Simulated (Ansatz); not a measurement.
**NH+ (quartet): from Hartree-Fock to the top rungs, def2-QZVPP**

An exercise on one series of results from a longer session: the logs are not shown, and one member is left open.

Computed with Ansatz 0.2.0, Gaussian basis. Level: def2-QZVPP, core rule «outside noble gas», up to 1 orbitals frozen.

The runs, in order: UHF; ROHF; CCSD(T) on UHF.

2 further runs of the same task are left out: 2 set aside as unsound or not needed.

## What is computed

The geometry is a PBE0/def2-TZVP stationary point (not a proven minimum) of the parent state, kept for this charge and spin.

2 atoms, charge 1, spin multiplicity 4.

Atoms are counted from 1 here; the program's logs count them from 0.

Bond lengths: N1–H2 1.040 Å.

Set-up of the first run:

Contents of in.yaml:

```yaml
crystal:
  periodic: [false, false, false]
  atoms:
    - {symbol: N, position_ang: [0.000000, 0.000000, 0.000000]}
    - {symbol: H, position_ang: [0.000000, 0.000000, 1.039652]}
basis:
  gaussian: {orbitals: "def2-QZVPP.json"}
total_charge: 1
magnetization: {spin_polarized: true, initial_magnetization: 3}
hamiltonian: {xc: hf}
output: {orbitals: {seedname: orbitals}}
```

Command:

```sh
ansatz run in.yaml --threads 1 --pin off --events-out ev --progress --plain --max-ram 2393MiB
```

Among the steps run: UHF; ROHF; CCSD(T) on UHF.

One table of the session follows, with a row left open; its other results are not shown here.

It belongs to the step «Misses and costs». 

| method | from UCCSD(T) (kJ/mol) |
| --- | --- |
| ROHF | ? |
| UHF | +293.0 |
| UMP2 | +44.9 |
| UCCSD | +6.1 |
| UCCSD(T) | 0 |

Q: Estimate the row for ROHF from the others.

The run gave: from UCCSD(T) (kJ/mol): +299.4. In the column «from UCCSD(T) (kJ/mol)» it is the highest.
